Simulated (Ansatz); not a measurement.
# C2H6FNO2: inversion of the pyramid at N4

How high is the barrier for the inversion of the pyramid at N4? Relax the two ends, then run a nudged elastic band between them. SMILES of the start: COC(N)(O)F.

All numbers below are computed with Ansatz 0.2.0 (RKS r2SCAN/cc-pVDZ).

## Step 1: The structure to begin with

Bond lengths: C1–O2 1.399 Å, O2–C3 1.414 Å, C3–N4 1.349 Å, C3–O5 1.422 Å, C3–F6 1.357 Å, C1–H7 1.044 Å, C1–H8 1.118 Å, C1–H9 1.157 Å, N4–H10 0.994 Å, N4–H11 0.970 Å, O5–H12 1.011 Å. Angles (14 of 17 angles, heavy atoms first): C1–O2–C3 114.2°, O2–C3–N4 115.1°, O2–C3–O5 108.3°, O2–C3–F6 109.9°, N4–C3–O5 105.1°, N4–C3–F6 112.9°, O5–C3–F6 104.8°, O2–C1–H7 111.4°, O2–C1–H8 107.6°, O2–C1–H9 110.9°, C3–N4–H10 107.7°, C3–N4–H11 108.7°, C3–O5–H12 101.3°, H7–C1–H8 110.7°.

Coordinates:

```xyz
12

C    -0.5829   -1.3277    0.9847
O     0.4807   -0.8566    0.2071
C     0.3304    0.4786   -0.2336
N    -0.4644    0.6383   -1.3114
O     1.6049    0.9609   -0.6382
F    -0.0251    1.2727    0.8080
H    -0.4523   -2.3314    1.2391
H    -1.5222   -1.1884    0.3940
H    -0.7060   -0.6926    1.9439
H    -0.4410    1.5995   -1.5635
H    -0.1206    0.0922   -2.0356
H     1.9756    1.2993    0.2393
```

## Step 2: End point A

The input, input.yaml:

```yaml
crystal:
  periodic: [false, false, false]
  atoms:
    - { symbol: C, position_ang: [-0.5829, -1.3277, 0.9847] }
    - { symbol: O, position_ang: [0.4807, -0.8566, 0.2071] }
    - { symbol: C, position_ang: [0.3304, 0.4786, -0.2336] }
    - { symbol: "N", position_ang: [-0.4644, 0.6383, -1.3114] }
    - { symbol: O, position_ang: [1.6049, 0.9609, -0.6382] }
    - { symbol: F, position_ang: [-0.0251, 1.2727, 0.808] }
    - { symbol: H, position_ang: [-0.4523, -2.3314, 1.2391] }
    - { symbol: H, position_ang: [-1.5222, -1.1884, 0.394] }
    - { symbol: H, position_ang: [-0.706, -0.6926, 1.9439] }
    - { symbol: H, position_ang: [-0.441, 1.5995, -1.5635] }
    - { symbol: H, position_ang: [-0.1206, 0.0922, -2.0356] }
    - { symbol: H, position_ang: [1.9756, 1.2993, 0.2393] }
basis:
  gaussian: { orbitals: cc-pVDZ }
hamiltonian:
  xc: r2scan
relax:
  f_tol: 0.015
  max_steps: 40
```

The run is started by

```bash
$ ansatz run input.yaml --threads 2 --pin off --max-ram 3072MiB --backend cpu --events-out ev --progress --plain --runs-dir out
```

What it wrote, cut to the lines that bear on the results:

```text
Warning: RAYON_NUM_THREADS=2 ignored (pool sized by the plan → 2); use --threads N
[...]
Functional definition: r2SCAN
[...]
1312 factors; their error is unknown
[...]
mean field -10467.68252840 eV, -384.6802376688 hartree, gradient 3.4e-5 eV, S^2 0.000000; 0 other end points of the search recorded, 0 dependent functions left out
[...]
reference -10467.68253752 eV, -384.6802380037 hartree; 25, 25 occupied and 89, 89 virtual orbitals, 1312 factors
relax step   1: F+E_penalty+E_count = -10467.68252840 eV  Δ(F+E_penalty+E_count) = +0.000e0 eV  max|allowed force component| = 3.801e0 eV/Å  Δτ_max = 0.0000 Å  (28 SCF iters, accepted)
[...]
relax step   3: F+E_penalty+E_count = -10468.35177008 eV  Δ(F+E_penalty+E_count) = -1.149e-1 eV  max|allowed force component| = 5.009e-1 eV/Å  Δτ_max = 0.1101 Å  (29 SCF iters, accepted)
[...]
relax step   5: F+E_penalty+E_count = -10468.38690632 eV  Δ(F+E_penalty+E_count) = -3.245e-2 eV  max|allowed force component| = 5.299e-1 eV/Å  Δτ_max = 0.0339 Å  (29 SCF iters, accepted)
[...]
relax step   7: F+E_penalty+E_count = -10468.40064918 eV  Δ(F+E_penalty+E_count) = -3.556e-3 eV  max|allowed force component| = 9.506e-2 eV/Å  Δτ_max = 0.0417 Å  (30 SCF iters, accepted)
[...]
relax step   9: F+E_penalty+E_count = -10468.40200501 eV  Δ(F+E_penalty+E_count) = -3.918e-4 eV  max|allowed force component| = 3.616e-2 eV/Å  Δτ_max = 0.0322 Å  (30 SCF iters, accepted)
[...]
relax step  10: F+E_penalty+E_count = -10468.40215117 eV  Δ(F+E_penalty+E_count) = -1.462e-4 eV  max|allowed force component| = 1.454e-2 eV/Å  Δτ_max = 0.0046 Å  (32 SCF iters, accepted)
1312 factors; their error is unknown
[...]
mean field -10468.40215117 eV, -384.7066833175 hartree, gradient 1.5e-5 eV, S^2 0.000000; 1 other end points of the search recorded, 0 dependent functions left out
[...]
reference -10468.40216033 eV, -384.7066836541 hartree; 25, 25 occupied and 89, 89 virtual orbitals, 1312 factors
Total energy: -10468.40216033 eV, -384.7066836541 hartree
Atom 0 at    -0.591778    -1.246701     0.967349 Å, force    -0.002030     0.003835    -0.001454 eV/Å
Atom 1 at     0.580232    -0.678572     0.372779 Å, force     0.002931     0.004727    -0.001376 eV/Å
Atom 2 at     0.387451     0.569639    -0.188170 Å, force     0.001518    -0.002189    -0.014539 eV/Å
Atom 3 at    -0.541349     0.559794    -1.267580 Å, force    -0.000535     0.001212    -0.001139 eV/Å
Atom 4 at     1.622018     1.047498    -0.560784 Å, force    -0.002615    -0.002851     0.005594 eV/Å
Atom 5 at    -0.158596     1.421968     0.782300 Å, force     0.001055     0.003030     0.009259 eV/Å
Atom 6 at    -0.335122    -2.286935     1.203461 Å, force    -0.000829    -0.002947     0.002234 eV/Å
Atom 7 at    -1.436715    -1.212946     0.262118 Å, force     0.002656    -0.001699     0.000667 eV/Å
Atom 8 at    -0.859816    -0.707133     1.889538 Å, force    -0.002548    -0.002266     0.003634 eV/Å
Atom 9 at    -0.732043     1.527864    -1.531732 Å, force    -0.000143    -0.003346    -0.002833 eV/Å
Atom 10 at    -0.083488     0.116458    -2.066385 Å, force    -0.002316     0.002167    -0.001041 eV/Å
Atom 11 at     2.226305     0.833868     0.170906 Å, force     0.002857     0.000327     0.000993 eV/Å
Dipole moment:     0.034865    -0.142152    -0.103510 e Å
```

Wall time 34 s (2 threads of AMD EPYC 7B13 (Zen 3), shared host); peak memory 0.2 GiB.

Step by step:

| step | energy from step 1 (eV) | largest force component (eV/Å) |
| --- | --- | --- |
| 1 | 0.0000 | 3.8008 |
| 2 | -0.5543 | 1.9199 |
| 3 | -0.6692 | 0.5009 |
| 4 | -0.6719 | 0.6369 |
| 5 | -0.7044 | 0.5299 |
| 6 | -0.7146 | 0.1272 |
| 7 | -0.7181 | 0.0951 |
| 8 | -0.7191 | 0.0766 |
| 9 | -0.7195 | 0.0362 |
| 10 | -0.7196 | 0.0145 |

Step 1 is the start.

After: Bond lengths: C1–O2 1.432 Å, O2–C3 1.382 Å, C3–N4 1.424 Å, C3–O5 1.375 Å, C3–F6 1.402 Å, C1–H7 1.097 Å, C1–H8 1.101 Å, C1–H9 1.102 Å, N4–H10 1.021 Å, N4–H11 1.022 Å, O5–H12 0.973 Å. Angles (14 of 17 angles, heavy atoms first): C1–O2–C3 114.4°, O2–C3–N4 113.1°, O2–C3–O5 107.4°, O2–C3–F6 108.8°, N4–C3–O5 112.5°, N4–C3–F6 106.0°, O5–C3–F6 109.0°, O2–C1–H7 105.9°, O2–C1–H8 110.5°, O2–C1–H9 110.6°, C3–N4–H10 108.1°, C3–N4–H11 107.7°, C3–O5–H12 106.1°, H7–C1–H8 110.3°.

## Step 3: End point B

The second end starts from a geometry with the move made by hand.

Changes to input.yaml since step 2:

```diff
@@ -12,4 +12,4 @@
     - { symbol: H, position_ang: [-0.706, -0.6926, 1.9439] }
-    - { symbol: H, position_ang: [-0.441, 1.5995, -1.5635] }
-    - { symbol: H, position_ang: [-0.1206, 0.0922, -2.0356] }
+    - { symbol: H, position_ang: [-1.21329, 1.23637, -1.0478] }
+    - { symbol: H, position_ang: [-0.80521, -0.2297, -1.57845] }
     - { symbol: H, position_ang: [1.9756, 1.2993, 0.2393] }
```

The run is started by

```bash
$ ansatz run input.yaml --threads 2 --pin off --max-ram 3072MiB --backend cpu --events-out ev --progress --plain --runs-dir out
```

What it wrote, cut to the lines that bear on the results:

```text
Warning: RAYON_NUM_THREADS=2 ignored (pool sized by the plan → 2); use --threads N
[...]
[... 1 set-up line as earlier in the session ...]
[...]
1312 factors; their error is unknown
[...]
mean field -10467.53003426 eV, -384.6746336124 hartree, gradient 4.0e-5 eV, S^2 0.000000; 0 other end points of the search recorded, 0 dependent functions left out
[...]
reference -10467.53004290 eV, -384.6746339297 hartree; 25, 25 occupied and 89, 89 virtual orbitals, 1312 factors
relax step   1: F+E_penalty+E_count = -10467.53003426 eV  Δ(F+E_penalty+E_count) = +0.000e0 eV  max|allowed force component| = 4.186e0 eV/Å  Δτ_max = 0.0000 Å  (28 SCF iters, accepted)
[...]
relax step   4: F+E_penalty+E_count = -10468.19411455 eV  Δ(F+E_penalty+E_count) = -2.216e-2 eV  max|allowed force component| = 4.628e-1 eV/Å  Δτ_max = 0.2000 Å  (36 SCF iters, accepted)
[...]
Atom 2 at     0.343770     0.629067    -0.164169 Å, force    -0.000894     0.001805    -0.004812 eV/Å
Atom 3 at    -0.607949     0.793459    -1.204371 Å, force     0.000646    -0.005726     0.003613 eV/Å
Atom 4 at     1.565293     1.025710    -0.619248 Å, force     0.000440     0.000534     0.001273 eV/Å
Atom 5 at    -0.092834     1.444385     0.887145 Å, force     0.000756    -0.000198     0.000019 eV/Å
Atom 6 at    -0.324785    -2.216894     1.348407 Å, force     0.000025    -0.000068     0.000004 eV/Å
Atom 7 at    -1.460646    -1.316483     0.297422 Å, force     0.000157    -0.000056    -0.000829 eV/Å
Atom 8 at    -0.935385    -0.606114     1.867455 Å, force    -0.000012     0.000337     0.000410 eV/Å
Atom 9 at    -1.550410     0.665852    -0.839047 Å, force    -0.000993     0.001595     0.000047 eV/Å
Atom 10 at    -0.437711     0.096138    -1.929571 Å, force     0.000995     0.001650     0.000523 eV/Å
Atom 11 at     2.210578     0.620919    -0.016035 Å, force     0.000390    -0.000042    -0.000269 eV/Å
Dipole moment:    -0.213144    -0.548763     0.053968 e Å
```

It took 50 s on 2 threads of AMD EPYC 7B13 (Zen 3), shared host; peak memory 0.2 GiB.

Step by step:

| step | energy from step 1 (eV) | largest force component (eV/Å) |
| --- | --- | --- |
| 1 | 0.0000 | 4.1864 |
| 2 | -0.5289 | 2.0478 |
| 3 | -0.6419 | 0.4925 |
| 4 | -0.6641 | 0.4628 |
| 5x | -0.6527 | 0.8033 |
| 6 | -0.6856 | 0.2188 |
| 7 | -0.6956 | 0.1756 |
| 8 | -0.7010 | 0.7269 |
| 9 | -0.7453 | 0.2279 |
| 10 | -0.7621 | 0.2093 |
| 11 | -0.7661 | 0.2285 |
| 12 | -0.7703 | 0.2007 |
| 13 | -0.7731 | 0.0485 |
| 14 | -0.7733 | 0.0360 |
| 15 | -0.7733 | 0.0057 |

Step 1 is the start. 1 step was tried and not accepted (marked x).

After: Bond lengths: C1–O2 1.422 Å, O2–C3 1.408 Å, C3–N4 1.419 Å, C3–O5 1.363 Å, C3–F6 1.400 Å, C1–H7 1.097 Å, C1–H8 1.106 Å, C1–H9 1.102 Å, N4–H10 1.019 Å, N4–H11 1.020 Å, O5–H12 0.972 Å. Angles (14 of 17 angles, heavy atoms first): C1–O2–C3 115.0°, O2–C3–N4 118.2°, O2–C3–O5 106.1°, O2–C3–F6 106.7°, N4–C3–O5 108.8°, N4–C3–F6 105.9°, O5–C3–F6 111.1°, O2–C1–H7 106.3°, O2–C1–H8 111.3°, O2–C1–H9 111.4°, C3–N4–H10 110.1°, C3–N4–H11 109.3°, C3–O5–H12 105.5°, H7–C1–H8 108.7°.

## Step 4: Nudged elastic band

crystal.atoms is end A as relaxed above, and neb.final_atoms is end B, turned to lie on A. With 7 inner images the band has 9 in all. The start path is listed, through a guess of the saddle.

The input, input.yaml:

```yaml
crystal:
  periodic: [false, false, false]
  atoms:
    - { symbol: C, position_ang: [-0.591778, -1.246701, 0.967349] }
    - { symbol: O, position_ang: [0.580232, -0.678572, 0.372779] }
    - { symbol: C, position_ang: [0.387451, 0.569639, -0.18817] }
    - { symbol: "N", position_ang: [-0.541349, 0.559794, -1.26758] }
    - { symbol: O, position_ang: [1.622018, 1.047498, -0.560784] }
    - { symbol: F, position_ang: [-0.158596, 1.421968, 0.7823] }
    - { symbol: H, position_ang: [-0.335122, -2.286935, 1.203461] }
    - { symbol: H, position_ang: [-1.436715, -1.212946, 0.262118] }
    - { symbol: H, position_ang: [-0.859816, -0.707133, 1.889538] }
    - { symbol: H, position_ang: [-0.732043, 1.527864, -1.531732] }
    - { symbol: H, position_ang: [-0.083488, 0.116458, -2.066385] }
    - { symbol: H, position_ang: [2.226305, 0.833868, 0.170906] }
basis:
  gaussian: { orbitals: cc-pVDZ }
hamiltonian:
  xc: r2scan
neb:
  order_check: false
  images: 7
  f_tol: 0.05
  max_iterations: 58
  final_atoms:
    - { symbol: C, position_ang: [-0.6124816, -1.15469331, 0.85711238] }
    - { symbol: O, position_ang: [0.60362577, -0.6142619, 0.3573835] }
    - { symbol: C, position_ang: [0.50028513, 0.67988872, -0.18876466] }
    - { symbol: "N", position_ang: [-0.32731644, 0.86335255, -1.32728591] }
    - { symbol: O, position_ang: [1.77067245, 1.05921021, -0.50304525] }
    - { symbol: F, position_ang: [-0.03811691, 1.49768074, 0.81221839] }
    - { symbol: H, position_ang: [-0.3751543, -2.16135625, 1.22377872] }
    - { symbol: H, position_ang: [-1.37342472, -1.23904522, 0.0583225] }
    - { symbol: H, position_ang: [-1.01527808, -0.54333254, 1.68104912] }
    - { symbol: H, position_ang: [-1.30636428, 0.74902916, -1.06965558] }
    - { symbol: H, position_ang: [-0.0880682, 0.16639087, -2.03308849] }
    - { symbol: H, position_ang: [2.33872018, 0.64193898, 0.16577528] }
  initial_path:
    images:
      - { positions_ang: [[-0.591778, -1.246701, 0.967349], [0.580232, -0.678572, 0.372779], [0.387451, 0.569639, -0.18817], [-0.541349, 0.559794, -1.26758], [1.622018, 1.047498, -0.560784], [-0.158596, 1.421968, 0.7823], [-0.335122, -2.286935, 1.203461], [-1.436715, -1.212946, 0.262118], [-0.859816, -0.707133, 1.889538], [-0.732043, 1.527864, -1.531732], [-0.083488, 0.116458, -2.066385], [2.226305, 0.833868, 0.170906]] }
      - { positions_ang: [[-0.58994089, -1.25794851, 0.95639057], [0.5670566, -0.71760092, 0.33148421], [0.39455473, 0.55202393, -0.20321689], [-0.48411517, 0.58474671, -1.29370324], [1.6456221, 1.02754831, -0.56547041], [-0.11723161, 1.39211197, 0.77826247], [-0.37093293, -2.28895096, 1.20023595], [-1.4490096, -1.19658541, 0.26599201], [-0.83437601, -0.69281855, 1.88474107], [-0.72978723, 1.53702854, -1.49755797], [-0.13392064, 0.05285931, -2.03066562], [2.17917964, 0.95238759, 0.20730784]] }
      - { positions_ang: [[-0.58810378, -1.26919602, 0.94543214], [0.5538812, -0.75662983, 0.29018943], [0.40165847, 0.53440885, -0.21826379], [-0.42688134, 0.60969942, -1.31982647], [1.66922619, 1.00759861, -0.57015682], [-0.07586723, 1.36225595, 0.77422495], [-0.40674386, -2.29096692, 1.19701091], [-1.4613042, -1.18022483, 0.26986602], [-0.80893601, -0.6785041, 1.87994414], [-0.72753145, 1.54619308, -1.46338393], [-0.18435328, -0.01073938, -1.99494625], [2.13205429, 1.07090717, 0.24370967]] }
      - { positions_ang: [[-0.58626666, -1.28044353, 0.9344737], [0.54070581, -0.79565875, 0.24889464], [0.4087622, 0.51679378, -0.23331068], [-0.36964751, 0.63465213, -1.34594971], [1.69283029, 0.98764892, -0.57484323], [-0.03450284, 1.33239992, 0.77018742], [-0.4425548, -2.29298288, 1.19378586], [-1.4735988, -1.16386424, 0.27374003], [-0.78349602, -0.66418965, 1.87514722], [-0.72527568, 1.55535762, -1.4292099], [-0.23478592, -0.07433808, -1.95922687], [2.08492893, 1.18942676, 0.28011151]] }
      - { positions_ang: [[-0.58442955, -1.29169103, 0.92351527], [0.52753041, -0.83468766, 0.20759985], [0.41586594, 0.49917871, -0.24835757], [-0.31241368, 0.65960484, -1.37207294], [1.71643438, 0.96769922, -0.57952964], [0.00686154, 1.30254389, 0.7661499], [-0.47836573, -2.29499884, 1.19056082], [-1.4858934, -1.14750366, 0.27761404], [-0.75805602, -0.6498752, 1.87035029], [-0.72301991, 1.56452216, -1.39503586], [-0.28521856, -0.13793677, -1.9235075], [2.03780357, 1.30794635, 0.31651335]] }
      - { positions_ang: [[-0.59144256, -1.2574416, 0.90691455], [0.54655425, -0.77958122, 0.24504576], [0.43697074, 0.54435621, -0.23345934], [-0.31613937, 0.71054177, -1.36087618], [1.7299939, 0.99057697, -0.56040854], [-0.00438307, 1.35132811, 0.77766702], [-0.45256287, -2.26158819, 1.19886529], [-1.45777623, -1.17038905, 0.22279115], [-0.82236154, -0.62323954, 1.823025], [-0.868856, 1.36064891, -1.31369079], [-0.23593097, -0.06185486, -1.95090275], [2.11303272, 1.1414445, 0.27882883]] }
      - { positions_ang: [[-0.59845558, -1.22319217, 0.89031383], [0.56557809, -0.72447478, 0.28249168], [0.45807553, 0.58953371, -0.21856111], [-0.31986506, 0.76147869, -1.34967943], [1.74355341, 1.01345472, -0.54128745], [-0.01562768, 1.40011232, 0.78918415], [-0.42676002, -2.22817754, 1.20716977], [-1.42965906, -1.19327444, 0.16796827], [-0.88666705, -0.59660387, 1.77569971], [-1.01469209, 1.15677566, -1.23234572], [-0.18664338, 0.01422705, -1.978298], [2.18826188, 0.97494266, 0.24114431]] }
      - { positions_ang: [[-0.60546859, -1.18894274, 0.87371311], [0.58460193, -0.66936834, 0.31993759], [0.47918033, 0.63471122, -0.20366289], [-0.32359075, 0.81241562, -1.33848267], [1.75711293, 1.03633246, -0.52216635], [-0.02687229, 1.44889653, 0.80070127], [-0.40095716, -2.1947669, 1.21547424], [-1.40154189, -1.21615983, 0.11314538], [-0.95097257, -0.56996821, 1.72837442], [-1.16052819, 0.95290241, -1.15100065], [-0.13735579, 0.09030896, -2.00569324], [2.26349103, 0.80844082, 0.2034598]] }
      - { positions_ang: [[-0.6124816, -1.15469331, 0.85711238], [0.60362577, -0.6142619, 0.3573835], [0.50028513, 0.67988872, -0.18876466], [-0.32731644, 0.86335255, -1.32728591], [1.77067245, 1.05921021, -0.50304525], [-0.03811691, 1.49768074, 0.81221839], [-0.3751543, -2.16135625, 1.22377872], [-1.37342472, -1.23904522, 0.0583225], [-1.01527808, -0.54333254, 1.68104912], [-1.30636428, 0.74902916, -1.06965558], [-0.0880682, 0.16639087, -2.03308849], [2.33872018, 0.64193898, 0.16577528]] }
```

The run is started by

```bash
$ ansatz run input.yaml --threads 2 --pin off --max-ram 3072MiB --backend cpu --events-out ev --progress --plain --runs-dir out
```

What it wrote, cut to the lines that bear on the results:

```text
Warning: RAYON_NUM_THREADS=2 ignored (pool sized by the plan → 2); use --threads N
[...]
[... 1 set-up line as earlier in the session ...]
[...]
1312 factors; their error is unknown
[...]
mean field -10468.40215379 eV, -384.7066834139 hartree, gradient 3.8e-5 eV, S^2 0.000000; 0 other end points of the search recorded, 0 dependent functions left out
[...]
reference -10468.40216293 eV, -384.7066837498 hartree; 25, 25 occupied and 89, 89 virtual orbitals, 1312 factors
1312 factors; their error is unknown
[...]
mean field -10468.30334590 eV, -384.7030522910 hartree, gradient 3.7e-5 eV, S^2 0.000000; 0 other end points of the search recorded, 0 dependent functions left out
[...]
reference -10468.30335458 eV, -384.7030526099 hartree; 25, 25 occupied and 89, 89 virtual orbitals, 1312 factors
NEB end point (image 0): max|allowed force component| = 1.469e-2 eV/Å (the criterion of neb.relax_end_points is 1.000e-2)
[...]
Atom 2 at     0.475343     0.621505    -0.191372 Å, force     0.009288     0.000961    -0.004682 eV/Å
Atom 3 at    -0.359811     0.667311    -1.308387 Å, force    -0.003842    -0.000911     0.014373 eV/Å
Atom 4 at     1.744164     1.017102    -0.518064 Å, force     0.003744    -0.002851    -0.002978 eV/Å
Atom 5 at    -0.099959     1.497392     0.745308 Å, force    -0.003800    -0.001249     0.002000 eV/Å
Atom 6 at    -0.361068    -2.203460     1.247636 Å, force     0.000188     0.000327     0.001657 eV/Å
Atom 7 at    -1.349364    -1.205095     0.125811 Å, force     0.000976    -0.000067    -0.000639 eV/Å
Atom 8 at    -0.988506    -0.604897     1.785351 Å, force    -0.000231     0.002236    -0.001569 eV/Å
Atom 9 at    -1.271383     1.087623    -1.232488 Å, force    -0.002344    -0.001402    -0.004586 eV/Å
Atom 10 at    -0.062311     0.232680    -2.167851 Å, force     0.002186     0.001584     0.000145 eV/Å
Atom 11 at     2.319606     0.632704     0.164870 Å, force     0.001525     0.001299     0.000068 eV/Å
Dipole moment:    -0.224489    -0.312487    -0.132268 e Å
this run last wrote the band of iteration 10 to <dir>
```

Run time: 3.7 min. Hardware: 2 threads of AMD EPYC 7B13 (Zen 3), shared host; peak memory 0.2 GiB.

[end of part 1 of 2]
